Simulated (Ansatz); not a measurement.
# CH5FSi (SMILES C[SiH2]F) at CCSD/6-31G(d,p) (Cartesian functions)

Aim: a geometry optimisation of CH5FSi. 

The calculation is run with Ansatz 0.2.0.

9 further runs of the same task are left out: 2 for a known fault of the program, 1 that didn't finish, 6 set aside as unsound or not needed.

## (1) Starting point

CH5FSi: 8 atoms, total charge 0, spin state singlet. SMILES: `C[SiH2]F`. The shape is that of a PBE0-D4/def2-TZVP optimisation. The run starts from this shape.

Bond lengths: C1–Si2 1.853 Å, Si2–F3 1.604 Å, C1–H4 1.092 Å, C1–H5 1.094 Å, C1–H6 1.092 Å, Si2–H7 1.485 Å, Si2–H8 1.485 Å. Some angles: C1–Si2–F3 109.4°, C1–Si2–H7 111.5°, C1–Si2–H8 111.5°, F3–Si2–H7 107.3°, F3–Si2–H8 107.3°, Si2–C1–H4 111.0°, Si2–C1–H5 110.1°, Si2–C1–H6 111.1°, H7–Si2–H8 109.7°, H4–C1–H5 108.1°.

## (2) A structure relaxation at CCSD/6-31G(d,p) (Cartesian functions)

File input.yaml:

```yaml
crystal:
  periodic: [false, false, false]
  atoms:
    - {symbol: C, position_ang: [-0.521400, 0.700300, -0.437000]}
    - {symbol: Si, position_ang: [0.448400, -0.642000, 0.395200]}
    - {symbol: F, position_ang: [1.946500, -0.649600, -0.178800]}
    - {symbol: H, position_ang: [-0.562400, 0.542500, -1.517100]}
    - {symbol: H, position_ang: [-1.546700, 0.713200, -0.056500]}
    - {symbol: H, position_ang: [-0.077200, 1.680300, -0.248400]}
    - {symbol: H, position_ang: [0.538700, -0.420800, 1.860700]}
    - {symbol: H, position_ang: [-0.133700, -1.981200, 0.126000]}
basis:
  gaussian:
    orbitals: 6-31G_st__st_.json
hamiltonian:
  pseudopotentials:
    relativity: none
correlation:
  method: ccsd
  electrons: outside_noble_gas
relax: {}
output:
  orbitals: {seedname: orbitals}
```

The basis set 6-31G** is read from a file made from the Basis Set Exchange's data (not shown).

Command:

```sh
$ ansatz run input.yaml --threads 1 --pin off --max-ram 2610MiB --events-out events.jsonl --progress --plain --runs-dir runs
```

The log of the run:

```text
Warning: RAYON_NUM_THREADS=1 ignored (pool sized by the plan → 1); use --threads N
The last accepted step is kept in runs//last_step.txt (removed where the run ends without a failure and the disk answers)
[... 11 lines left out ...]
7 core orbitals not correlated: weight in the atoms' cores, before any rotation towards them, 1.000 or more for the frozen orbitals, at most 0.000 for the correlated occupied ones
[... 15 lines left out ...]
7 core orbitals not correlated: weight in the atoms' cores, before any rotation towards them, 1.000 or more for the frozen orbitals, at most 0.000 for the correlated occupied ones
[... 16 lines left out ...]
7 core orbitals not correlated: weight in the atoms' cores, before any rotation towards them, 1.000 or more for the frozen orbitals, at most 0.000 for the correlated occupied ones
[... 15 lines left out ...]
7 core orbitals not correlated: weight in the atoms' cores, before any rotation towards them, 1.000 or more for the frozen orbitals, at most 0.000 for the correlated occupied ones
[... 15 lines left out ...]
7 core orbitals not correlated: weight in the atoms' cores, before any rotation towards them, 1.000 or more for the frozen orbitals, at most 0.000 for the correlated occupied ones
[... 11 lines left out ...]
Total energy: -11691.55355724 eV, -429.6566684090 hartree
[... 8 lines left out ...]
Dipole moment:    -0.335200     0.105900     0.034373 e Å
```

It took 30 s on 1 thread of Arm Neoverse V2, shared host.

Step by step:

| step | energy from the first frame kept (eV) | largest force (eV/Å) |
| --- | --- | --- |
| 1 | 0.0000 | 0.6636 |
| 2 | -0.0084 | 0.3602 |
| 3 | -0.0103 | 0.0528 |
| 4 | -0.0103 | 0.0045 |

After the run. Bond lengths: C1–Si2 1.867 Å, Si2–F3 1.620 Å, C1–H4 1.090 Å, C1–H5 1.092 Å, C1–H6 1.090 Å, Si2–H7 1.475 Å, Si2–H8 1.475 Å. Some angles: C1–Si2–F3 109.5°, C1–Si2–H7 110.9°, C1–Si2–H8 110.9°, F3–Si2–H7 107.9°, F3–Si2–H8 107.9°, Si2–C1–H4 111.4°, Si2–C1–H5 110.3°, Si2–C1–H6 111.4°, H7–Si2–H8 109.7°, H4–C1–H5 107.8°.

## (3) What came out

Level: CCSD/6-31G** (Cartesian functions), 7 core orbitals frozen.

| quantity | value |
| --- | --- |
| total energy at the end | -429.65667 Eh |
| dipole moment (correlated density) | 1.70 D |
| HOMO energy (Hartree–Fock orbitals) | -12.54 eV |
| LUMO energy (Hartree–Fock orbitals) | 4.11 eV |
| HOMO–LUMO gap (Hartree–Fock orbitals) | 16.65 eV |
| correlation energy (7 core orbitals frozen) | -448.6 mEh |
| T1 diagnostic | 0.010 |

**Reading.** At the final geometry: Bond lengths: C1–Si2 1.867 Å, Si2–F3 1.620 Å, C1–H4 1.090 Å, C1–H5 1.092 Å, C1–H6 1.090 Å, Si2–H7 1.475 Å, Si2–H8 1.475 Å. Some angles: C1–Si2–F3 109.5°, C1–Si2–H7 110.9°, C1–Si2–H8 110.9°, F3–Si2–H7 107.9°, F3–Si2–H8 107.9°, Si2–C1–H4 111.4°, Si2–C1–H5 110.3°, Si2–C1–H6 111.4°, H7–Si2–H8 109.7°, H4–C1–H5 107.8°. The optimisation took 3 steps and changed the energy by -0.010 eV.
